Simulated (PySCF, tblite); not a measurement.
## Na+ and water

A gas-phase complex of Na+ and water; charge +1, singlet. The structure comes from a short search (6 tight-binding starts) and was relaxed by PBE0-D3(BJ)/def2-TZVPD; another way of binding may lie lower. Frequencies by PBE0-D3(BJ)/def2-TZVPD show no clear imaginary mode.

Parts: 1 = Na+ ([Na+]), atoms 1, charge +1; 2 = water (O), atoms 2–4.

Coordinates in Å:
```
Na1     0.021   -0.142   -0.046
O2      0.929   -0.972    1.792
H3      0.621   -0.867    2.698
H4      1.720   -1.519    1.860
```

```
 contact  kind (by geometry)  distance (Å)  angle (°)
Na1···O2         ion contact         2.212          -
```

Interaction energies are complex less parts, with the parts frozen as they stand in it; counterpoise-corrected, in kcal/mol (PySCF).

How strongly do the parts interact, level by level?


```
                  level  interaction  superposition error removed
wB97M-D3(BJ)/def2-TZVPD       -24.27                        -0.08
 PBE0-D3(BJ)/def2-TZVPD       -24.52                        -0.09
```

What holds them together? Decompose the wB97M-D3(BJ)/def2-TZVPD energy: frozen parts, their antisymmetrised product, then relaxation.

electrostatic -25.1, Pauli repulsion +8.1, orbital relaxation -6.9, dispersion correction -0.5 kcal/mol, which sum to the value before the counterpoise correction; the Pauli term holds the exchange-correlation of the frozen density too. Of the attraction, 77 % is electrostatic, 21 % is orbital relaxation, 2 % is dispersion correction.

The parts were also relaxed and run alone, at the levels used for the complex: shieldings by PBE0/pcSseg-2; core levels by delta-SCF with SCAN, pcX-2 on the ionised atom and pcseg-1 elsewhere, spin-free X2C.

Values alone: shielding of Na1 (ppm): 623.7; shielding of O2 (ppm): 329.1; Na1 1s core level (eV): 1088.42; O2 1s core level (eV): 539.76.

What does binding change?


| property | alone | in the complex | change |
| --- | --- | --- | --- |
| shielding of Na1 (ppm) | 623.7 | 602.5 | -21.2 |
| shielding of O2 (ppm) | 329.1 | 333.7 | +4.6 |
| Na1 1s core level (eV) | 1088.42 | 1086.38 | -2.04 |
| O2 1s core level (eV) | 539.76 | 545.62 | +5.86 |

What are the binding energy from relaxed parts (wB97M-D3(BJ)/def2-TZVPD), and ΔH and ΔG of association at 298.15 K and 1 atm?

-24.27 kcal/mol, -22.77 with zero-point energy; ΔH -23.6 and ΔG -17.1 kcal/mol, from harmonic vibrations by PBE0-D3(BJ)/def2-TZVPD with low modes damped.
